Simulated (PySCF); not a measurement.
# SiF−: from the state search to spectroscopic constants

An exercise on one series of results from a longer session: the logs are not shown, and one member is left open.

Method: Si def2-SVPD, F def2-SVPD, no relativity; program: PySCF 2.14.0.

1 further run of the same task is left out (set aside as unsound or not needed).

Set-up of the first run:

A driver script around PySCF takes these settings:

```yaml
atoms: Si, F
charge: -1
basis: Si def2-SVPD, F def2-SVPD
Hamiltonian: no relativity
basis_functions: 47
electrons_treated: 24
masses_in_u: 27.9769, 18.9984
levels: PBE0, PBE, r²SCAN, r²SCAN0, M06-2X, PBEsol, HSE06, HF, MP2, SCS-MP2, CCSD, CCSD(T)
grid: 80 radial by 434 angular points
occupations: held fixed by the projection of orbital angular momentum
dissociation_limit: Si + F−, each in its ground configuration
starting_distance_in_angstrom: 1.830
values_of_2S_to_try: 0, 2
```

On the command line:

```
$ OMP_NUM_THREADS=1 python dia.py task.json out
```

Steps of the session up to this table: The job; The PBE0 curve of the state that the search chose; Higher solutions at PBE0; PBE (GGA); r²SCAN (meta-GGA); r²SCAN0 (hybrid meta-GGA); M06-2X; PBEsol (GGA); HSE06 (range-separated hybrid); UHF (mean field); MP2 and coupled cluster.

One table of the session follows, with a row left open; its other results are not shown here.

It belongs to the step «The curves together». Energy (eV) from each level's lowest point:

```
R (Å)    UHF  UHF-MP2  UHF-SCS-MP2  UHF-CCSD  UHF-CCSD(T)
1.523  0.670    0.876        0.871       n/a          n/a
1.594  0.269    0.411        0.408     0.392        0.410
1.665  0.065    0.147        0.145     0.135        0.146
1.718  0.004    0.043        0.043     0.038        0.043
1.771  0.000    0.000        0.000     0.000        0.000
1.824  0.038    0.002        0.002     0.007        0.002
1.895      ?        ?            ?         ?            ?
1.984  0.300    0.175        0.174     0.196        0.176
2.090  0.531    0.363        0.359     0.392        0.364
2.232  0.848    0.641        0.634       n/a          n/a
```

Estimate the missing values for R (Å) = 1.895.

Worked estimate for «UHF». A straight line through the neighbours (1.824, 0.038) and (1.984, 0.300) gives 0.038 + (0.300 − 0.038) × (1.895 − 1.824) / (1.984 − 1.824) = 0.154; a parabola fitted to 4 rows on both sides gives 0.140.

The run gave: UHF: 0.134; UHF-MP2: 0.055; UHF-SCS-MP2: 0.055; UHF-CCSD: 0.068; UHF-CCSD(T): 0.056. In «UHF» the line misses by +0.020 and the parabola by +0.006.
